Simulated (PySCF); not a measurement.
Static response to an electric field

Carbon trimer, C3 (singlet state).
SMILES with atom numbers: `[C:1]=[C:2]=[C:3]`

Structure used (GFN2-xTB), in Å, numbered top down from 1:
```xyz
3
C3 angstrom
C     -1.2409    0.4001   -0.0027
C      0.0064    0.0792   -0.0112
C      1.2459   -0.2699    0.0014
```

Level: PBE0/def2-SVPD (PySCF), static field, nuclei fixed, core orbitals frozen in the response. The polarisability tensor in these axes (au):

```
x   47.46 -6.26  0.04
y   -6.26 25.91 -0.01
z    0.04 -0.01 24.23
```

Task: Give the principal values, the mean and the anisotropy Δα = √{½[(α1 − α2)² + (α2 − α3)² + (α1 − α3)²]}.

Result: Principal values 24.23, 24.23 and 49.14 au; mean 32.53 au = 4.82 Å³ = 5.36 × 10⁻⁴⁰ C²·m²/J; Δα = 24.92 au (77 % of the mean).

Task: What is the dipole moment?

Result: 0.04 D; point group D∞h allows none, and the residue is numerical.

Task: Traceless (Buckingham) quadrupole moment about the centre of nuclear charge: eigenvalues?

Result: -6.41, 3.20, 3.20 D·Å. The electronic extent ⟨r²⟩ about the same centre is 113 bohr², a root-mean-square distance of 1.32 Å for the 18 electrons.

Task: Sum over states: ᾱ = Σ f/ω², ω in Eh. What share falls to these 8 lowest TDDFT singlets (eV, f)? 3.25, 0.0210; 3.25, 0.0210; 3.88, 0.0000; 4.18, 0.0000; 4.18, 0.0000; 4.29, 0.0000; 4.29, 0.0000; 8.10, 1.0194.

Result: They add up to 14.47 au, 44.5 % of the 32.53 au; the largest single term is 11.51 au, from the state at 8.10 eV. Terms in order: 1.48, 1.48, 0.00, 0.00, 0.00, 0.00, 0.00, 11.51 au. Higher excitations give the rest. The strengths listed sum to 1.061.

Task: Find the Langevin capture rate constant for NO+ (29.998 u) meeting this molecule (36.000 u), k = 2.342 × 10⁻⁹ cm³/s × √(α in Å³ / reduced mass in u).

Result: The reduced mass is 16.36 u, so k = 1.27 × 10⁻⁹ cm³/s.

Isolated species at its GFN2-xTB geometry, gas phase.
